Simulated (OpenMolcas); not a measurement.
# AlB2H5 (SMILES B[BH][AlH2]) at CCSD(T)/cc-pVDZ-DK (sfX2C)

What is the energy difference between two shapes of AlB2H5 at CCSD(T)/cc-pVDZ-DK (sfX2C)? 

The calculation is run with OpenMolcas 26.06.

2 further runs of the same task are left out: 2 set aside as unsound or not needed.

### 1 Starting point

The species is AlB2H5 (8 atoms), meant as a singlet with charge 0. As SMILES, `B[BH][AlH2]`. The shape comes from GFN2-xTB, which is rough for such elements, and wasn't checked as a minimum.

Bond lengths: B1–B2 1.585 Å, B2–Al3 2.100 Å, B1–H4 1.177 Å, B1–H5 1.178 Å, B2–H6 1.181 Å, Al3–H7 1.566 Å, Al3–H8 1.569 Å. Angles: B1–B2–Al3 119.2°, B1–B2–H6 129.0°, Al3–B2–H6 111.8°, B2–B1–H4 123.8°, B2–B1–H5 122.7°, B2–Al3–H7 127.1°, B2–Al3–H8 124.9°, H4–B1–H5 113.3°, H7–Al3–H8 108.0°.

### 2 A single-point energy at CCSD(T)/cc-pVDZ-DK (sfX2C)

run.input reads:

```
&GATEWAY
  Coord
  8
  angstrom
  B       -1.158300       0.715390      -0.884810
  B        0.263430       0.731730      -0.185440
  Al       0.907520      -0.968210       0.865920
  H       -1.347340       0.316540      -1.976350
  H       -2.147610       1.019840      -0.323300
  H        1.068340       1.595020      -0.157340
  H        0.032870      -2.184500       1.322410
  H        2.381090      -1.225800       1.338920
  Basis=cc-pVDZ-DK
  Group=NoSym
  RX2C

&SEWARD
  Expert

&SCF
  PrOrbitals=1 1

&RASSCF
  FileOrb=$Project.ScfOrb
  Spin=1
  Nactel=0 0 0
  Inactive=14
  Ras2=0
  OutOrbitals=Canonical
  OrbListing=Few

&MOTRA
  JobIph
  Frozen=7

&CCSDT
  CCT
  Triples=2
  Iterations=50
  Extrapolation=5 4
```

The run is started by

```sh
$ export MOLCAS_MEM=1860
$ pymolcas run.input > run.log
```

What it wrote:

```text
--- Start Module: gateway ---
[...]
--- Stop Module: gateway /rc=_RC_ALL_IS_WELL_ ---
[...]
 ###    WARNING:  EXPERT option is ON!                                       ###
 ###############################################################################
               SEWARD will generate:
[...]
      Basis functions           71
[...]
       Convergence after  10 Iterations
[...]
::    Total SCF energy                               -294.5555227931
[...]
      Total spin, S                                     0.0000000000
[...]
      Number of active orbitals                  0
[...]
      Spin quantum number                      0.0
[...]
      Active orbitals                            0
[...]
      Number of CSFs                             1
[...]
      Number of root(s) required                 1
[...]
      Convergence after  4 iterations
[...]
      Natural orbitals and occupation numbers for root  1
      ************************************************************************************************************************
      *                                                    Final results                                                     *
      ************************************************************************************************************************
[...]
::    RASSCF root number  1 Total energy:   -294.55552279
[...]
      Total electronic charge=   28.000000
      Total            charge=   -0.000000
[...]
      Dipole Moment (debye):
      Origin of the operator (angstrom)=    0.2706   -0.1975    0.2181
                   X= -4.1922E-03               Y=  9.0303E-01               Z= -3.8260E-01           Total=  9.8074E-01
      Quadrupole Moment (debye*angstrom):
[...]
--- Start Module: motra ---
[...]
      *** WARNING: Default frozen orbitals is overwritten by user input.
      *** Default values:   4
[...]
--- Stop Module: motra /rc=_RC_ALL_IS_WELL_ ---
--- Start Module: ccsdt ---
[...]
      Convergence after                    14  Iterations
      Total energy (diff) :    -294.83501284       0.00000000
[...]
 METHOD                       : CCSD+T(CCSD)+<T3(1)WT1> = CCSD(T)
[...]
       CCSD     =      -294.8350128436784
[...]
--- Stop Module: ccsdt /rc=_RC_ALL_IS_WELL_ ---
[...]
```

Run time: 12 s. Hardware: 1 thread of Arm Neoverse V1, shared host; peak memory 0.42 GiB.

### 3 The distorted shape at the same level

run.input reads:

```
* AlB2H5 CCSD(T)
>>> EXPORT MOLCAS_PRINT=2

&gateway
  coord
  8
  angstrom
  B       -1.142897       0.705247      -0.920846
  B        0.275349       0.701246      -0.188413
  Al       0.953288      -1.072903       0.710610
  H       -1.441427       0.508301      -1.936132
  H       -2.180288       1.015307      -0.394339
  H        1.042896       1.642440      -0.098803
  H        0.058600      -2.253994       1.305851
  H        2.558085      -1.177004       1.285793
  basis=cc-pVDZ-DK
  group=NoSym
  rx2c

&seward
  expert

&scf
  prorbitals=1 1

&rasscf
  fileorb=$Project.ScfOrb
  spin=1
  nactel=0 0 0
  inactive=14
  ras2=0
  outorbitals=Canonical
  orblisting=Few

&motra
  jobiph
  frozen=7

&ccsdt
  cct
  triples=2
  iterations=50
  extrapolation=5 4
```

The run is started by

```sh
$ export MOLCAS_MEM=1860
$ pymolcas run.input > run.log
```

What it wrote:

```text
--- Start Module: gateway ---
[...]
--- Stop Module: gateway /rc=_RC_ALL_IS_WELL_ ---
[...]
 ###    WARNING:  EXPERT option is ON!                                       ###
 ###############################################################################
               SEWARD will generate:
[...]
      Basis functions           71
[...]
       Convergence after  11 Iterations
[...]
::    Total SCF energy                               -294.5403908169
[...]
      Total spin, S                                     0.0000000000
[...]
      Number of active orbitals                  0
[...]
      Spin quantum number                      0.0
[...]
      Active orbitals                            0
[...]
      Number of CSFs                             1
[...]
      Number of root(s) required                 1
[...]
      Convergence after  4 iterations
[...]
      Natural orbitals and occupation numbers for root  1
      ************************************************************************************************************************
      *                                                    Final results                                                     *
      ************************************************************************************************************************
[...]
::    RASSCF root number  1 Total energy:   -294.54039082
[...]
      Total electronic charge=   28.000000
      Total            charge=   -0.000000
[...]
      Dipole Moment (debye):
      Origin of the operator (angstrom)=    0.2999   -0.2541    0.1318
                   X= -3.1425E-01               Y=  3.6452E-01               Z= -1.0794E+00           Total=  1.1819E+00
      Quadrupole Moment (debye*angstrom):
[...]
--- Start Module: motra ---
[...]
      *** WARNING: Default frozen orbitals is overwritten by user input.
      *** Default values:   4
[...]
--- Stop Module: motra /rc=_RC_ALL_IS_WELL_ ---
--- Start Module: ccsdt ---
[...]
      Convergence after                    14  Iterations
      Total energy (diff) :    -294.82021188       0.00000007
[...]
 METHOD                       : CCSD+T(CCSD)+<T3(1)WT1> = CCSD(T)
[...]
       CCSD     =      -294.8202118779510
[...]
--- Stop Module: ccsdt /rc=_RC_ALL_IS_WELL_ ---
[...]
```

Run time: 12 s. Hardware: 1 thread of Arm Neoverse V1, shared host; peak memory 0.42 GiB.

### 4 Outcome

Level: CCSD(T)/cc-pVDZ-DK (sfX2C), 7 core orbitals frozen.

| quantity | value |
| --- | --- |
| first shape: total energy | -294.84181 Eh |
| first shape: dipole moment (mean-field density) | 0.98 D |
| first shape: HOMO energy (Hartree–Fock orbitals) | -10.10 eV |
| first shape: LUMO energy (Hartree–Fock orbitals) | 0.21 eV |
| first shape: HOMO–LUMO gap (Hartree–Fock orbitals) | 10.30 eV |
| first shape: correlation energy (7 core orbitals frozen) | -286.3 mEh |
| first shape: (T) correction | -6.80 mEh |
| distorted shape: total energy | -294.82712 Eh |
| distorted shape: dipole moment (mean-field density) | 1.18 D |
| distorted shape: HOMO energy (Hartree–Fock orbitals) | -10.07 eV |
| distorted shape: LUMO energy (Hartree–Fock orbitals) | 0.12 eV |
| distorted shape: HOMO–LUMO gap (Hartree–Fock orbitals) | 10.20 eV |
| distorted shape: correlation energy (7 core orbitals frozen) | -286.7 mEh |
| distorted shape: (T) correction | -6.91 mEh |
| energy change with the atoms displaced | 0.400 eV |

In words: With the atoms displaced the energy rises by 0.40 eV (9.2 kcal/mol). The first shape isn't relaxed at this level, so the change isn't measured from a minimum. The triples (first shape) make up 2.4 % of the correlation energy. The triples (distorted shape) make up 2.4 % of the correlation energy.
